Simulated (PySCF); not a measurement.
1-Methylcyclopropene: full NMR table

- Formula: C4H6
- SMILES: CC1=CC1
- InChI: InChI=1S/C4H6/c1-4-2-3-4/h2H,3H2,1H3
- Point group of the computed structure: Cs
- Degrees of unsaturation: 2
- Carbon signals: 4
- Proton signals: 3

Molfile (atoms numbered from 1):
```
C4H6
     RDKit          3D

 10 10  0  0  0  0  0  0  0  0999 V2000
   -1.4576    0.1404   -0.1234 C   0  0  0  0  0  0  0  0  0  0  0  0
    0.0084    0.1361   -0.0965 C   0  0  0  0  0  0  0  0  0  0  0  0
    1.1548    0.6400   -0.4018 C   0  0  0  0  0  0  0  0  0  0  0  0
    1.2003   -0.6115    0.4206 C   0  0  0  0  0  0  0  0  0  0  0  0
   -1.8335   -0.7867   -0.5667 H   0  0  0  0  0  0  0  0  0  0  0  0
   -1.8478    0.9856   -0.6929 H   0  0  0  0  0  0  0  0  0  0  0  0
   -1.8557    0.1876    0.8943 H   0  0  0  0  0  0  0  0  0  0  0  0
    1.7395    1.4015   -0.8891 H   0  0  0  0  0  0  0  0  0  0  0  0
    1.4880   -1.5563   -0.0449 H   0  0  0  0  0  0  0  0  0  0  0  0
    1.4550   -0.5556    1.4810 H   0  0  0  0  0  0  0  0  0  0  0  0
  1  2  1  0
  2  3  2  0
  3  4  1  0
  4  2  1  0
  1  5  1  0
  1  6  1  0
  1  7  1  0
  3  8  1  0
  4  9  1  0
  4 10  1  0
M  END
```

Computational details: PBE0-D3(BJ)/def2-TZVP structure, NMR shieldings at PBE0/pcSseg-2/GIAO, in PySCF (relativity neglected, one averaged value for each set of equivalent atoms, single conformer, in vacuum).

Referencing at the same level of theory: ¹H (31.52 ppm) and ¹³C (186.03 ppm) vs TMS.

| carbon | δC, type | δH (multiplicity) | HMBC from (2–3 bonds) | span of the C tensor (ppm) |
| --- | --- | --- | --- | --- |
| C1 | 15.0, CH3 | 2.21 (s) | H8, H9/H10 | 30 |
| C2 | 130.0, C | – | H8, H5/H6/H7, H9/H10 | 272 |
| C3 | 108.6, CH | 6.69 (t) | H5/H6/H7, H9/H10 | 240 |
| C4 | 9.1, CH2 | 1.02 (m) | H8, H5/H6/H7 | 103 |

Carbon types of the structure: 1 × C, 1 × CH, 1 × CH2, 1 × CH3, which accounts for all hydrogens. δC 130.0: fully substituted alkene carbon; as expected for a trigonal carbon in a double bond. δC 108.6: alkene CH; as expected for a trigonal carbon in a double bond. δC 9.1: three-membered-ring carbon; carbons of three-membered rings are unusually shielded. δH 6.69: hydrogen on an alkene CH; olefinic region. δH 1.02: hydrogen on a three-membered-ring carbon; cyclopropane-type protons are shielded by the ring.

Shifts are as computed. Against solution values, carbons near 30 ppm lie about +3 ppm off and those near 130 ppm about +9 ppm. Of 1211 compounds with measured shifts, 218 miss one by over three times the rms of a fit or turn the order of signals round; such compounds aren't used in these exercises. No couplings were computed; multiplicities are counted from neighbouring protons, with m where these are inequivalent, close in shift, in a saturated or five-membered ring or joined by F or P, and br s for small geminal =CH2 splittings.
